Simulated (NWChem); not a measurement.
## Correlation energy of Si (+1)

```xyz
1

Si     0.0000     0.0000     0.0000
```
Charge +1, spin multiplicity 2.

The numbers come from NWChem runs, not from measurements.

Basis set: 3-21G. Each correlation energy counts from its own Hartree-Fock reference.

| method | correlation energy (mHa) |
|---|---|
| UMP2 | -18.6 |
| SCS-UMP2 | -22.0 |
| CCSD on UHF | -31.2 |
| CCSD[T] on UHF | -31.3 |
| CCSD(T) on UHF | -31.3 |
| CCSD on ROHF | -31.2 |
| CCSD[T] on ROHF | -31.3 |
| CCSD(T) on ROHF | -31.3 |
| CCSDT on ROHF | -31.3 |

The values span 12.7 mHa, from CCSDT on ROHF (lowest) to UMP2 (highest). 

The correlated methods keep 5 core orbitals frozen. The stability of the SCF solutions was not checked. Open-shell Hartree-Fock references start from PBE0 orbitals. No row is a measurement; the coupled-cluster row has its own basis-set and correlation limits.
